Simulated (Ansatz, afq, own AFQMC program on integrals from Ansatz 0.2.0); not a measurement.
AFQMC on a folder of integrals that Ansatz 0.2.0 wrote.

```yaml
crystal:
  periodic: [false, false, false]
  atoms:
    - {symbol: Ge, position_ang: [0.000000, 0.000000, 1.689721]}
    - {symbol: B, position_ang: [0.000000, 0.000000, -0.250601]}
    - {symbol: H, position_ang: [0.000000, 0.000000, -1.439120]}
basis:
  gaussian: {orbitals: cc-pVDZ}
magnetization: {spin_polarized: true, initial_magnetization: 2}
correlation: {method: ccsd_t, electrons: outside_noble_gas, hamiltonian_folder: ham}
```

```sh
$ ansatz run in.yaml --threads 1 --pin off --events-out ev --progress --plain --max-ram 1382MiB
```

Options of the walk:

```
--method phaseless --trial hf --walkers 120 --populations 1 --least-time 40 --time-step 0.005 --steps-per-block 20 --equilibration-blocks 112 --max-blocks 600 --target-error 0.00102 --factor-cut 1e-05 --start spin_pure --seed 4889 --taylor-order 6
```

Times are imaginary, in 1/Eh. The walk had a cap of 630 s. Filled inner d shells are frozen with the cores.

afq prints:

```
orbitals 31  electrons 5 3  factors 236 of 506
reference energy -2100.51856336 Eh
CCSD correlation -0.15349449 Eh in 10 cycles, weight of the determinant in the CISD state 0.8902
energy of the start -2100.518800 Eh
 block  time / (1/Eh)  mean weight  energy / Eh
     1     0.100  0.9990  -2100.541751
     2     0.200  1.0008  -2100.559560
     3     0.300  0.9999  -2100.573226
     4     0.400  0.9995  -2100.588874
     5     0.500  0.9997  -2100.597079
     8     0.800  1.0017  -2100.625311
    18     1.800  0.9998  -2100.670181
    69     6.900  0.9994  -2100.674909
   120    12.000  0.9997  -2100.662333
   171    17.100  0.9984  -2100.701423
   222    22.200  1.0004  -2100.678738
   273    27.300  1.0004  -2100.656622
   290    29.000  0.9995  -2100.647194
   324    32.400  1.0008  -2100.671833
   375    37.500  1.0015  -2100.662690
   426    42.600  0.9997  -2100.657509
   477    47.700  0.9987  -2100.691414
   528    52.800  1.0005  -2100.659038
   579    57.900  1.0016  -2100.666100
   630    63.000  1.0009  -2100.684432
   681    68.100  1.0002  -2100.678667
   698    69.800  0.9999  -2100.663997
blocks merged  error / Eh  count
     1  0.000550  600
     2  0.000751  300
     4  0.001018  150
     8  0.001346  75
    16  0.001645  37
    32  0.001937  18
    64  0.001653  9
energy -2100.674156 +/- 0.001937 Eh
(rows thinned)
```

The run passed its tests (sampling time, drift between the halves within three errors, error under three times the target), which doesn't prove that it has relaxed.

Against this walk (error 52.7 meV) on the same determinant: CCSD(T) 96.1 meV lower (within the noise), CCSDT(Q) 141.4 meV lower, a separate phaseless walk with a CISD trial and standard settings 128.1 ± 53.3 meV lower. The error is statistical and leaves out the bias of the constraint.

Cautions: constraint bias not in the error; error above the target (52.7 against 27.8 meV); no relativity below Rb; no spin-orbit coupling; inner d shell frozen.

The walk took 4.1 min on 1 thread of Intel(R) Xeon(R) Platinum 8175M CPU @ 2.50GHz (Skylake/Cascade Lake), with other jobs on the host. The log's last line is the phaseless energy.

CCSDT and higher add their correlation energy to the determinant of the CCSD(T) run, since their own runs factorise the integrals more tightly (a shift of under 2 meV). A walk keeps the symmetry of its determinant, which the program's search chose and which needn't be the lowest solution, so a lower state of the same spin and another symmetry isn't excluded.
